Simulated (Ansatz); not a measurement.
SiH3⁺, singlet along the scale of all distances

Starting geometry (PBE0/def2-TZVP stationary point for this spin, not checked as a minimum):

```xyz
4

Si    0.0000    0.0000    0.0000
H     1.4719    0.0142   -0.0001
H    -0.7483    1.2676   -0.0029
H    -0.7237   -1.2818    0.0030
```

From there all distances are scaled together; atoms are numbered as listed. Energies are in eV, counted from the starting geometry at the same level. Kohn–Sham curves are unrestricted where that lies lower, except RKS.

Basis cc-pVDZ; Ansatz 0.2.0. Correlated methods freeze the noble-gas cores.

Unrestricted Kohn–Sham rows aren't spin-pure: their determinants' ⟨S²⟩ exceeds S(S+1) by up to 2.00, so they mix in states of higher spin.

In so small a basis the reference is far from its limit while semilocal and hybrid functionals are nearer theirs (RPA and double hybrids share much of the reference's basis error), so the functionals' errors here hold much of the reference's basis and frozen-core error, which can add to them or hide them.

Full CI is exact within this basis and frozen core; it isn't the basis-set limit.

| scale of all distances | full CI | PBE | BLYP | r2SCAN | PBE0 | B3LYP | BHLYP | wB97M-V | B2PLYP | RKS PBE0 | RPA-PBE |
| --- | --- | --- | --- | --- | --- | --- | --- | --- | --- | --- | --- |
| 0.864 | 1.663 | 1.857 | 1.778 | 1.707 | 1.750 | 1.692 | 1.582 | 1.614 | 1.644 | 1.750 | 1.706 |
| 1.000 | 0.000 | 0.000 | 0.000 | 0.000 | 0.000 | 0.000 | 0.000 | 0.000 | 0.000 | 0.000 | 0.000 |
| 1.118 | 0.646 | 0.456 | 0.480 | 0.597 | 0.586 | 0.589 | 0.726 | 0.675 | 0.659 | 0.586 | 0.599 |
| 1.295 | 2.890 | 2.474 | 2.478 | 2.815 | 2.837 | 2.788 | 3.179 | 3.019 | 2.984 | 2.837 | 2.796 |
| 1.500 | 5.510 | 5.096 | 5.019 | 5.634 | 5.757 | 5.591 | 6.216 | 6.021 | 6.040 | 5.757 | 5.461 |
| 1.757 | 7.579 | 7.497 | 7.291 | 7.806 | 7.999 | 7.856 | 8.239 | 8.246 | 8.175 | 8.761 | 7.928 |
| 2.027 | 8.525 | 8.534 | 8.417 | 8.831 | 8.844 | 8.831 | 9.016 | 9.084 | 8.917 | 10.942 | 8.831 |
| 2.360 | 8.950 | 8.977 | 8.947 | 9.350 | 9.229 | 9.290 | 9.374 | 9.454 | 9.242 | 12.661 | 9.113 |

B3LYP at 2.360 lies 0.340 eV (4 %) above the reference in this basis. wB97M-V at 2.360 lies 0.504 eV (6 %) above the reference in this basis. BHLYP at 2.360 lies 0.424 eV (5 %) above the reference in this basis. B2PLYP at 2.360 lies 0.292 eV (3 %) above the reference in this basis.
